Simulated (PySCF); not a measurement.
Successive ionisation energies of one element at GMP2 (screened spin-orbit), starting from the ion with 7 electrons. Calculated with PySCF 2.14, two-component X2C-1e (Gaussian nucleus, no Breit or QED terms), each ion in its own even-tempered basis; GMP2 freezes the deep shells of the larger ions and drops the highest virtual spinors; eV.

14.558, 29.660, 47.583, 76.554, 97.887, 552.09, 667.11

**Question.** Which element is it?

**Answer.** Nitrogen (N, Z = 7); the list starts at N. The hydrogenic estimate 13.606 eV × (q + 1)²/n² with q = 0 and n = 2 gives 3.401 eV for the first entry, a lower bound because the other electrons screen the nucleus only in part.
